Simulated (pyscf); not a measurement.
Optimised with ωB97X-D3(BJ)/def2-SVP in PySCF.

### Question
For the elementary gas-phase step `[Cl][GeH]([Cl])[Cl]` + `[H]` [doublet] -> `[ClH]` + `[Cl][GeH][Cl]` [doublet] (doublet surface; Cl–Ge broken, Cl–H formed), what barrier and reaction energy does PBE0-D3(BJ)/def2-TZVP give, measured from the separated reactants?

### Answer
ΔE‡ = 8.1 kcal/mol, ΔE = -9.2 kcal/mol. ωB97M-D3(BJ)/def2-TZVP gives 12.7 kcal/mol and -11.4 kcal/mol. Zero-point energy shifts the barrier by +0.4 kcal/mol. It is an atom transfer, with an imaginary mode of 1098i cm⁻¹. The same reactants have a lower exit, to Cl–Ge•(Cl)–Cl + H₂ (barrier +2.6 kcal/mol at ωB97M-D3(BJ)/def2-TZVP, against +12.7 kcal/mol here). This is the saddle that the search found; another between the same sides may lie lower. The angle at the transferred Cl is 177°. Elements up to Kr have no core potential and no relativistic terms here.
